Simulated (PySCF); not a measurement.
# How exact exchange moves a shielding

Molecule: SMILES ClC=C1CCC1, C₅H₇Cl.

Atom-mapped SMILES (the numbers label the heavy atoms): `[Cl:1][CH:2]=[C:3]1[CH2:4][CH2:5][CH2:6]1`. Hydrogens are named by the atom that carries them.

GIAO shieldings (ppm, equivalent atoms averaged) in PySCF 2.14 on the PBE0-D3(BJ)/def2-SVP geometry, basis pcSseg-1, gas phase, non-relativistic:

```csv
functional,exact exchange (%),σ(Cl1),σ(C6),σ(C4)
BLYP,0,715.8,143.3,143.7
BP86,0,728.2,148.1,148.6
PBE,0,727.6,148.6,149.1
B3LYP,20,750.1,148.6,148.7
mPW1PW91,25,766.5,153.5,153.7
BHandHLYP,50,794.5,155.2,155.0
HF,100,859.7,165.1,164.6
```

Q: Fit each shielding as a line in the percentage of exact exchange.

A: σ(Cl1) = 725.2 + 1.36 x (rms 4.9 ppm); σ(C6) = 146.7 + 0.18 x (rms 1.9 ppm); σ(C4) = 147.1 + 0.17 x (rms 2.0 ppm). The functionals also differ in their semilocal parts, which the line can't hold; Hartree–Fock has no correlation at all.

Q: What does the line predict for PBE0 (25 %), and what does the run give?

A: σ(Cl1): 759.2 predicted, 768.4 computed; σ(C6): 151.2 predicted, 154.5 computed; σ(C4): 151.3 predicted, 154.7 computed ppm.
